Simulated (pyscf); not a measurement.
A first-order saddle from PySCF, ωB97X-D3(BJ)/def2-SVP:

```xyz
12

W     -1.3259     0.5009    -0.7385
F      0.4312    -0.5154    -0.0392
F     -0.0617     1.8304    -0.6897
F     -2.0473     1.3998    -2.1791
F     -0.6485    -0.4693    -2.1491
F     -2.0690    -1.1106    -0.2573
F     -2.8824     1.2116    -0.0453
Si     0.9693    -0.7491     1.6619
Cl    -0.9209     0.6993     1.7321
Cl     0.0404    -2.5211     1.9886
Cl     1.4537     0.0662     3.4889
Cl     2.8699    -0.9997     0.9285
```
Charge 0, spin multiplicity 1.

Surface: singlet, charge 0. Lowest wavenumbers (cm⁻¹): 75i, 36, 73, 80, 101.

Question: What reaction is this the transition state of?

Answer: tungsten hexafluoride (F–W(F)(F)(F)(F)–F) + silicon tetrachloride (Cl–Si(Cl)(Cl)–Cl) ⇌ F–W(F)(F)(F)(F)–Cl + F–Si(Cl)(Cl)–Cl, a four-centre exchange read from left to right: F–W, Cl–Si broken and Cl–W, F–Si formed. At ωB97M-D3(BJ)/def2-TZVP it lies +149.7 kJ/mol from the left side and +158.2 kJ/mol from the right (each side as separated species at their lowest minima found). One saddle was located; it need not be the lowest between these sides. Elements past Kr carry the def2 core potentials, without spin-orbit coupling.
